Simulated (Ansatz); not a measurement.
Input for Ansatz (development build ahead of 0.2.0):

```yaml
crystal:
  periodic: [false, false, false]
  atoms:
    - { symbol: C, position_ang: [0.0, 0.0, -0.55272] }
    - { symbol: O, position_ang: [0.0, 0.0, 0.55272] }
basis:
  gaussian: { orbitals: cc-pVTZ }
hamiltonian:
  xc: hf
correlation:
  method: bccd_t
  frozen_orbitals: { C: 1, O: 1 }
```

The input is written out in the form of the current development build from the run's settings.

Output:

* Converged: yes
* Reference energy (starting determinant): -112.78181 hartree
* Correlation energy: -0.37177 hartree
* Total energy: -113.15358 hartree
